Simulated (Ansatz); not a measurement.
The cluster Al₃H₃. Charge 0, multiplicity 3. Geometry PBE-D4/def2-TZVP, that of the neutral singlet; atoms count from 1.

Cartesian coordinates in Å:
```
Al 1.3728 -0.2618 -0.0315
Al -0.0121 -0.2979 2.0085
Al -1.3131 -0.4733 -0.0795
H -0.0797 0.9390 0.4400
H 2.4504 0.2407 -1.1255
H -2.4183 -0.1467 -1.2120
```

At PBE0-D4/def2-TZVP a singlet of charge 0 lies 1.71 eV below the triplet at the same geometry. The structure comes from a short search, and lower isomers may exist.

Estimate the Mulliken populations from the PBE0/def2-TZVP orbitals of Ansatz.


| atom | charge (e) | spin (α − β) |
| --- | --- | --- |
| Al1 | 0.08 | 0.64 |
| Al2 | -0.05 | 0.58 |
| Al3 | 0.08 | 0.63 |
| H4 | -0.02 | -0.03 |
| H5 | -0.04 | 0.09 |
| H6 | -0.05 | 0.08 |
Mulliken values depend strongly on the basis.

Where does the spin sit?

Summed by element: Al 1.86, H 0.14, of 2 unpaired in all. Largest on single atoms: Al1 0.64, Al3 0.63, Al2 0.58.

And the Mayer bond orders between heavy atoms (over 0.3)?

Al1–Al2 0.81 (2.47 Å); Al1–Al3 0.89 (2.69 Å); Al2–Al3 0.80 (2.47 Å).
